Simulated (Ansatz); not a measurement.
For 1T (CdI2-type) TiTe₂, PBE-D4 (Ansatz, an electronic-structure program, plane waves, PAW) gives:

```
Quantity                                 Value
------------------------------  --------------
equilibrium lattice constant a         3.721 Å
c axis length                          6.438 Å
enthalpy of formation           -0.733 eV/atom
```

Problem. What does r²SCAN+rVV10 in Ansatz (plane waves, PAW) give for the same quantities?

Solution. 
- lattice constant a: 3.785 Å (goes up by 1.7 %)
- lattice parameter c: 6.591 Å (rises by 2.4 %)
- formation enthalpy: -0.837 eV/atom (moves by -0.104 eV/atom)

Changes are worked out from the printed values.

Unless a cell is named, each level is at its own relaxed cell (PBE-D4 25.73, r²SCAN+rVV10 27.26 Å³/atom).

Levels without +SOC leave out spin–orbit coupling, which shifts energies and cells of such heavy elements.

Ansatz's density-functional and Hartree–Fock values are scalar-relativistic unless marked +SOC, with PAW data made under PBE.
